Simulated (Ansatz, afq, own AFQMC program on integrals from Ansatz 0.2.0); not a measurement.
Integrals from Ansatz 0.2.0, then the random walk in our own AFQMC program (afq).

```yaml
crystal:
  periodic: [false, false, false]
  atoms:
    - {symbol: Zr, position_ang: [0.000000, 0.000000, 0.000000]}
    - {symbol: S, position_ang: [0.000000, 0.000000, 2.182917]}
basis:
  gaussian: {orbitals: def2-SVP}
magnetization: {spin_polarized: true, initial_magnetization: 2}
correlation: {method: ccsd_t, electrons: outside_noble_gas, hamiltonian_folder: ham}
```

```sh
$ ansatz run in.yaml --threads 1 --pin off --events-out ev --progress --plain --max-ram 1382MiB
```

afq runs on the folder ham with

```
--method phaseless --trial cisd --walkers 60 --populations 1 --least-time 40 --time-step 0.005 --steps-per-block 50 --equilibration-blocks 40 --max-blocks 300 --target-error 0.00038 --factor-cut 1e-05 --start spin_pure --seed 2832 --release-times 0.24,0.6,1.2,2,3,4.2 --release-step 0.04 --release-every 4 --taylor-order 6
```

Times are imaginary, in 1/Eh. The walk had a cap of 2051 s. Core potentials past Kr, no spin–orbit coupling.

Log:

```
orbitals 40  electrons 6 4  factors 327 of 488
reference energy -443.91899679 Eh
CCSD correlation -0.19903396 Eh in 14 cycles, weight of the determinant in the CISD state 0.8639
energy of the start -444.116844 Eh
 block  time / (1/Eh)  mean weight  energy / Eh
     1     0.250  1.0007  -444.115508
     2     0.500  1.0016  -444.120305
     3     0.750  1.0003  -444.118804
     4     1.000  1.0016  -444.121436
     5     1.250  1.0012  -444.123020
    10     2.500  0.9993  -444.123450
    49    12.250  0.9990  -444.140542
    89    22.250  0.9994  -444.130730
   129    32.250  1.0027  -444.124779
   161    40.250  1.0011  -444.150999
   169    42.250  0.9967  -444.136272
   209    52.250  0.9996  -444.129722
   249    62.250  1.0022  -444.137407
   289    72.250  0.9995  -444.122897
   297    74.250  1.0005  -444.118123
   329    82.250  0.9990  -444.143747
   337    84.250  0.9992  -444.147124
blocks merged  error / Eh  count
     1  0.000555  300
     2  0.000715  150
     4  0.000916  75
     8  0.001074  37
    16  0.001222  18
    32  0.001542  9
released: time / (1/Eh)  energy / Eh  error  mean overlap
  0.24  -444.132628  0.001121  1.0010
  0.60  -444.133307  0.001190  0.9944
  1.20  -444.132462  0.001142  1.0123
  2.00  -444.132702  0.000892  1.0065
  3.00  -444.133154  0.001525  1.0159
  4.20  -444.135165  0.001997  1.0087
energy -444.133292 +/- 0.001222 Eh
(rows thinned)
```

The run failed at least one of its tests; the cautions name the faults.

Against this walk (error 33.2 meV) on the same determinant: CCSD(T) 38.5 meV higher (within the noise), CCSDT(Q) 13.4 meV lower (within the noise). The error is statistical and leaves out the bias of the constraint. Released to 4.20 1/Eh the energy moves by -51 ± 64 meV (both errors), within twice the noise.

Cautions: constraint bias not in the error; error above the target (33.2 against 10.3 meV); no spin-orbit coupling; outer-core shells of the metal frozen; lower spins were not checked; higher spins were not checked; (T) is large, 7 % of the CCSD correlation; unrestricted determinant slightly spin contaminated (⟨S²⟩ 2.05 against 2.00).

The walk took 8.1 min on 1 thread of Arm Neoverse V2 (shared host). The log's last line is the phaseless energy.

CCSDT and higher add their correlation energy to the determinant of the CCSD(T) run, since their own runs factorise the integrals more tightly (a shift of under 2 meV). A walk keeps the symmetry of its determinant, which the program's search chose and which needn't be the lowest solution, so a lower state of the same spin and another symmetry isn't excluded.
